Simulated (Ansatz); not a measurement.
Basis sets compared for BH2Me (CH5B). The state is a singlet with charge 0. Geometry r2SCAN-D4/def2-TZVP. Ansatz on 4 threads of Arm Neoverse V2 on a shared host; times are rough, and most runs start from earlier orbitals.

Cartesian coordinates in Å:
```
B -0.733 -0.057 -0.483
H -1.741 -0.499 -0.010
H -0.785 0.425 -1.578
C 0.580 -0.030 0.335
H 0.513 0.929 0.881
H 1.499 0.029 -0.251
H 0.667 -0.798 1.107
```

B3LYP takes the VWN-RPA correlation.

Binding counts from free atoms (B doublet, H doublet, C triplet) in the same basis, without a counterpoise term.

| level | functions | energy (Eh) | HOMO (eV) | LUMO (eV) | binding per atom (eV) | wall time |
| --- | --- | --- | --- | --- | --- | --- |
| PBE-D4/def2-SVP | 53 | -65.7734 | -7.47 | -2.15 | 3.68 | 0.2 s |
| PBE-D4/def2-TZVP | 92 | -65.8484 | -7.58 | -2.25 | 3.67 | 0.3 s |
| r2SCAN-D4/def2-TZVP (with forces) | 92 | -65.9109 | -7.89 | -1.78 | 3.66 | 0.8 s |
| B3LYP-D4/6-31G | 28 | -65.9361 | -8.66 | -1.04 | 3.65 | 0.2 s |
| B3LYP-D4/def2-TZVP | 92 | -65.9779 | -8.83 | -1.46 | 3.67 | 0.35 s |
| PBE0-D4/def2-SVP | 53 | -65.7968 | -8.93 | -1.11 | 3.67 | 0.2 s |
| PBE0-D4/def2-TZVP | 92 | -65.8685 | -8.99 | -1.20 | 3.65 | 0.4 s |

Estimate the rows for PBE-D4/def2-TZVPD, r2SCAN-D4/def2-TZVPD, PBE0-D4/def2-TZVPD.


```
               level  functions  energy (Eh)  HOMO (eV)  LUMO (eV)  binding per atom (eV)  wall time
   PBE-D4/def2-TZVPD        119     -65.8486      -7.58      -2.26                   3.67     0.45 s
r2SCAN-D4/def2-TZVPD        119     -65.9111      -7.90      -1.79                   3.66     0.85 s
  PBE0-D4/def2-TZVPD        119     -65.8687      -9.00      -1.21                   3.65     0.45 s
```
